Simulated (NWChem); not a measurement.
# HS anion

Computed with NWChem. Structure relaxed at the B3LYP/def2-SVPD level. Level: PBE0/def2-SVPD; the question gives the wavelength of the field.

### Question
What does the run give for field 1065 nm? Quantities: isotropic polarisability (bohr³); anisotropy (bohr³).

### Answer
```
Property                          Result
--------------------------------  ------
isotropic polarisability (bohr³)    46.7
anisotropy (bohr³)                  12.4
```
